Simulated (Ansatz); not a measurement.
We consider diamond-structure Ge, described by revPBE in Ansatz (PAW).

Settings: plane-wave cutoff 520 eV, 10×10×10 k mesh, Fermi–Dirac smearing 0.01 eV, scalar-relativistic PAW data made under PBE.

Cell (relaxed at this level):

Space group Fd-3m, origin choice 1 (No. 227); a = b = c = 5.8004 Å, α = β = γ = 90.00°

```tsv
atom	site	symmetry	x	y	z
Ge	8b	-43m	0.5000	0.5000	0.5000
```
(The calculation used a cell of 2 atoms; values per cell refer to that cell.)

Estimate the bulk modulus B0, width of the whole s-p valence band and pressure derivative B′ of the bulk modulus that the calculation returns.


- bulk modulus B0 = 55.5 GPa
- width of the whole s-p valence band = 12.20 eV
- pressure derivative B′ of the bulk modulus = 5.0

The run finds no gap.

Measured, for comparison: bulk modulus 77.3 GPa (low-temperature value with the zero-point effect removed, our sources range from 77.3 to 79.4; as tabulated in Tanner et al. (2021), arXiv:2110.11888). Computed (rounded) less measured: bulk modulus -28 % (-28 % to -30 % over the range).

Note: the gap of the solid is closed in this run; this level leaves the solid without a gap, although one is measured.

Spin–orbit coupling is not included.

The result took roughly 26 core-seconds.

Ansatz is an electronic-structure program.
